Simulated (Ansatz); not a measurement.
The end point of a relaxation of SiC. These are PBE (plane waves to 420 eV, PAW, scalar-relativistic; Ansatz, an electronic-structure program) values and carry that method's errors.

```xyz
2
Lattice="0.0000 2.1899 2.1899 2.1899 0.0000 2.1899 2.1899 2.1899 0.0000" Properties=species:S:1:pos:R:3 pbc="T T T"
Si     1.0950     1.0950     1.0950
C      0.0000     0.0000     0.0000
```

### Question
Determine the symmetry and give the standard cell with its independent sites.

### Answer
Space group F-43m (No. 216); a = b = c = 4.380 Å, α = β = γ = 90.00°

| atom | site | symmetry | x | y | z |
|---|---|---|---|---|---|
| Si | 4d | -43m | 0.7500 | 0.7500 | 0.7500 |
| C | 4a | -43m | 0.0000 | 0.0000 | 0.0000 |

This is the zinc blende type.

### Question
Give the shortest distances between elements (the closest pairs, up to four, under 3.6 Å).

### Answer
C–Si 1.90 Å; Si–Si 3.10 Å; C–C 3.10 Å.

The volume per atom comes out as 10.50 Å³, the band gap is 1.37 eV, indirect (valence top at Γ, conduction bottom at X) (no spin-orbit coupling) and the smallest direct gap is 4.53 eV at X.

No spin polarisation in the result.

Measured for SiC: a 4.346 Å (static lattice; corrected from measurement; as listed in Daniel Mejia-Rodriguez, S. B. Trickey, Phys. Rev. B (2018)); gap 2.53 eV (static lattice; corrected from measurement; as listed in Wei Chen et al., Physical Review Materials (2018)). Computed minus measured — a: PBE +0.8 %; gap: PBE -1.16 eV. The computed values are for a static lattice, and a measured gap can be an optical one, lowered by exciton binding.

The run could not lose the symmetry of its start.
